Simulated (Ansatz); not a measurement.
# SiHO+ (quintet): wave-function methods side by side, cc-pVDZ

Aim: climb from Hartree-Fock through coupled cluster and multireference methods for SiHO+ (quintet) at one geometry and basis, and see what each rung misses.

Method: cc-pVDZ, core rule «outside noble gas», up to 6 orbitals frozen; program: Ansatz 0.2.0, Gaussian basis.

The runs, in order: UHF; CCSD(T) on ROHF; CCSD(T) on UHF; BCCD(T) on ROHF; CISD; CCSDT(Q) on ROHF; CCSDT(Q) on UHF; CASSCF and MRCISD+Q, 10 electrons in 9 orbitals; CASSCF and NEVPT2, 10 electrons in 9 orbitals.

35 further runs of the same task are left out: 9 for a known fault of the program, 10 that didn't finish, 16 set aside as unsound or not needed.

### 1 What is computed

The geometry is a PBE0/def2-TZVP stationary point (not a proven minimum) of the parent state, kept for this charge and spin.

3 atoms, charge 1, spin multiplicity 5.

Atoms are counted from 1 here; the program's logs count them from 0.

Bond lengths: Si1–O2 1.728 Å, Si1–H3 1.496 Å. Angles: O2–Si1–H3 115.5°.

As a file:

```xyz
3

Si    0.0000   -0.0944    0.5921
O     0.0000    0.0915   -1.1262
H     0.0000    1.1795    1.3768
```

### 2 UHF

The input, in.yaml:

```yaml
crystal:
  periodic: [false, false, false]
  atoms:
    - {symbol: Si, position_ang: [0.000000, -0.094440, 0.592147]}
    - {symbol: O, position_ang: [0.000000, 0.091474, -1.126196]}
    - {symbol: H, position_ang: [0.000000, 1.179495, 1.376770]}
basis:
  gaussian: {orbitals: cc-pVDZ}
total_charge: 1
magnetization: {spin_polarized: true, initial_magnetization: 4}
hamiltonian: {xc: hf}
output: {orbitals: {seedname: orbitals}}
```

Command:

```sh
$ ansatz run in.yaml --threads 1 --pin off --events-out ev --progress --plain --max-ram 2393MiB
```

The runs that follow: CCSD(T) on ROHF; CCSD(T) on UHF; BCCD(T) on ROHF; CISD; CCSDT(Q) on ROHF; CCSDT(Q) on UHF; CASSCF and MRCISD+Q, 10 electrons in 9 orbitals; CASSCF and NEVPT2, 10 electrons in 9 orbitals.

Before running them: what should the planned runs give, taken together? Wanted: UCCSDT(Q) below the RHF energy; RMP2 from UCCSDT(Q); UMP2 from UCCSDT(Q); RCCSD from UCCSDT(Q); RCCSD(T) from UCCSDT(Q); UCCSD(T) from UCCSDT(Q); RCCSDT(Q) from UCCSDT(Q); NEVPT2 valence from UCCSDT(Q); MRCISD+Q valence from UCCSDT(Q).

The runs gave:

```
                         quantity                                                                     value
   UCCSDT(Q) below the RHF energy                                                                -5.2299 eV
              RMP2 from UCCSDT(Q)                                                           +22.70 kcal/mol
              UMP2 from UCCSDT(Q)                                                           +22.58 kcal/mol
             RCCSD from UCCSDT(Q)                                                            +2.84 kcal/mol
          RCCSD(T) from UCCSDT(Q)                                                            +0.78 kcal/mol
          UCCSD(T) from UCCSDT(Q)                                                            +0.74 kcal/mol
         RCCSDT(Q) from UCCSDT(Q)                                                            +0.05 kcal/mol
    NEVPT2 valence from UCCSDT(Q)                                                           +21.15 kcal/mol
  MRCISD+Q valence from UCCSDT(Q)                                                            +0.88 kcal/mol
levels within 1 kcal/mol (43 meV)  RCCSD(T), UCCSD(T), BCCD(T), RCCSDT, UCCSDT, RCCSDT(Q), MRCISD+Q valence
                    T1 diagnostic                                                                     0.030
   effectively unpaired electrons                                                                      4.01
```

RCCSD(T) lands +0.78 kcal/mol from the yardstick (0.7 % of the correlation energy). One determinant dominates. Of the multireference levels listed MRCISD+Q valence comes nearest in total energy (+0.88 kcal/mol), which doesn't show that its space is the better one. These misses are within one basis, not against nature; the frozen cores of restricted and unrestricted runs differ, which can shift their rows.
